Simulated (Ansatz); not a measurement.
## Which is lower?

Two relaxed structures of CH$_{4}$NSi (charge +1), closed shell (PBE0-D4/def2-TZVP; forces vanish, vibrations not checked).

A:

```tsv
atom	x (Å)	y (Å)	z (Å)
C1	-1.1534	0.2835	-1.0185
Si2	-0.2696	0.0759	0.4408
N3	1.2448	-0.3086	0.9315
H4	-1.8998	-0.4750	-1.2614
H5	-1.4402	1.3020	-1.2864
H6	1.5161	-0.3649	1.9053
H7	2.0020	-0.5130	0.2886
```

B:

```xyz
7
angstrom
C -1.4057 0.2626 -0.7459
Si 0.0496 -0.0353 0.3135
N 1.2470 -0.2887 1.1826
H -1.4670 -0.5530 -1.4725
H -1.2673 1.2239 -1.2493
H 2.0469 -0.4528 1.7653
H -2.2924 0.2814 -0.1054
```

Ansatz 0.2.0; basis: def2-TZVPP; cores frozen in the correlated methods. B3LYP uses VWN-RPA correlation.

Which structure is lower at CCSD(T), and by how much? (Judge from chemistry; the value comes from the calculation.)

By the calculation: B, by 4.38 kcal/mol (electronic energy, against the other). By their contacts, A is CH₄NSi ([CH2][Si][NH2]), total charge +1 and B is CH₄NSi ([CH3][Si][NH]), total charge +1.

All methods give the same order:

```json
{"method": "PBE-D4", "E(B) − E(A) (kcal/mol)": "-5.42"}
{"method": "r2SCAN-D4", "E(B) − E(A) (kcal/mol)": "-6.32"}
{"method": "PBE0-D4", "E(B) − E(A) (kcal/mol)": "-6.41"}
{"method": "B3LYP-D4", "E(B) − E(A) (kcal/mol)": "-5.50"}
{"method": "wB97M-V", "E(B) − E(A) (kcal/mol)": "-7.80"}
{"method": "HF", "E(B) − E(A) (kcal/mol)": "-6.64"}
{"method": "MP2", "E(B) − E(A) (kcal/mol)": "-11.54"}
{"method": "CCSD", "E(B) − E(A) (kcal/mol)": "-4.94"}
{"method": "CCSD(T)", "E(B) − E(A) (kcal/mol)": "-4.38"}
```

The T1 diagnostic stays at or below 0.022. The restricted Hartree–Fock reference is unstable towards an unrestricted one at one or more of these structures. A large double-excitation amplitude points to some diradical character; no triplet was computed.

Labels in which every atom is bracketed show which atoms are joined, not bond orders.

For scale, one of the runs: CCSD(T)/def2-TZVPP, 160 basis functions, launched by `ansatz run in.yaml --threads 2 --pin off --events-out ev --progress --plain --max-ram 4352MiB`. The run took 12 s on 2 CPU threads of an Arm Neoverse V2 (shared host), with 1.1 GiB of host memory at its peak.
